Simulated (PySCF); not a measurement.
Electron affinity of F by level of theory

F⁻ [Ne] (1S) → F [He] 2s2 2p5 (2P), as a difference of total energies. Calculation: PySCF 2.14, in aug-cc-pVQZ with one added diffuse shell each of s, p, d, f, g type (7s6p5d4f3g, 105 functions); the non-relativistic Hamiltonian (point nucleus). Correlated levels: valence: 1s2 frozen. The calculations carry no spin-orbit coupling.

```csv
method,electron affinity (eV)
UHF,1.180
LDA,4.142
PBE,3.677
PBE0,3.243
r2SCAN,3.314
TPSS,3.436
wB97X-V,3.371
M06-L,3.094
TPSSh,3.285
MP2 (valence),3.720
SCS-MP2 (valence),3.544
```

**Question.** How much does correlation contribute at MP2 (valence)?

**Answer.** 3.720 − (1.180) = 2.540 eV, measured against UHF.

A first-order spin-orbit estimate (lowest level to lowest level, LS coupling) adds -0.017 eV.

Errors of the correlated levels include the incompleteness of this basis and the frozen core.

In the anion the highest occupied orbital energy is positive at LDA, PBE, r2SCAN, TPSS, M06-L, TPSSh, a self-interaction effect; the basis confines that electron, and the energy difference can still be sensible.

For comparison: 3.401 eV (measured; photodetachment measurements, as compiled on the Wikipedia data page of electron affinities).
